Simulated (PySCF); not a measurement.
# Ionisation and electron attachment of `C=CC1CCC1` (C6H10)

System: `C=CC1CCC1` (C6H10). Coordinates in Å; atoms count from 1 in this order:
```
C    -2.4886   -0.9334   -0.4386
C    -1.4957   -0.2445    0.1310
C    -0.0845   -0.2081   -0.3370
C     1.0514   -0.5167    0.6710
C     1.8975    0.5836    0.0053
C     0.5954    1.1640   -0.5754
H    -2.3188   -1.5460   -1.3303
H    -3.5053   -0.9124   -0.0375
H    -1.7129    0.3570    1.0250
H     0.0298   -0.8413   -1.2329
H     1.4431   -1.5452    0.6969
H     0.7535   -0.2341    1.6938
H     2.5475    0.1747   -0.7841
H     2.5078    1.2302    0.6536
H     0.6011    1.5564   -1.6038
H     0.1655    1.9335    0.0863
```

Energies: ωB97X-D3(BJ)/ma-def2-TZVP (PySCF, density fitting, integration grid level 2) on PBE0-D3(BJ)/ma-def2-SVP structures. Zero-point and thermal terms (298.15 K, 1 bar) come from unscaled PBE0-D3(BJ)/ma-def2-SVP harmonic frequencies, with soft modes damped to free rotors in the entropy.

Frontier levels of the parent: HOMO -9.61 eV, LUMO 1.09 eV.

Oxidation to the radical cation:
```
Vertical ionisation energy (electronic)              : 9.42 eV
Adiabatic ionisation energy (with zero-point energy) : 8.91 eV
Adiabatic, electronic part                           : 8.97 eV
Vertical gap at the product's structure              : 8.17 eV
Inner reorganisation energy (four-point)             : 1250 meV
Relaxation of product / of parent                    : 444 / 806 meV
⟨S²⟩ of the product                                  : 0.774
Largest spin populations                             : C1 0.56, C6 0.26, C3 0.12
Largest changes of atomic charge                     : C1 0.20, C2 0.11, C6 0.11
Distances that move most (Å)                         : C3–C6 1.550 → 1.742; C2–C3 1.487 → 1.427; C1–C2 1.336 → 1.386; C3–C4 1.550 → 1.516
Potential in DMF                                     : 6.62 V absolute, 2.08 V against Fc+/Fc computed at 4.54 V (solvation -8 → -225 kJ/mol)
```

Vertical electron affinity to the radical anion: -0.99 eV. The extra electron is not bound at this structure, the number hangs on the basis, and the ion was not relaxed.

Solvents are IEF-PCM continua (electrostatics only, gas-phase structures); absolute potentials refer to an electron at rest in vacuum. Fc+/Fc in DMF, 4.54 V, is ωB97X-D3(BJ)/ma-def2-TZVP on PBE0-D3(BJ)/def2-SVP structures with GFN2-xTB thermal terms. Benchmark calculations put it near 5.0 V in acetonitrile and DMSO, so it is about 0.5 V low, and the value against it can read up to that much too high.

Measured values (NIST Chemistry WebBook, evaluated or the median of agreeing entries): vertical ionisation energy 9.44 eV (computed 9.42, difference -0.02).

Known limits: C4 and C6 are equivalent in the parent, but the relaxed radical cation is symmetry-broken (Cs to C1), which is often an artefact of the method; its spin populations, distances and adiabatic value belong to that structure.
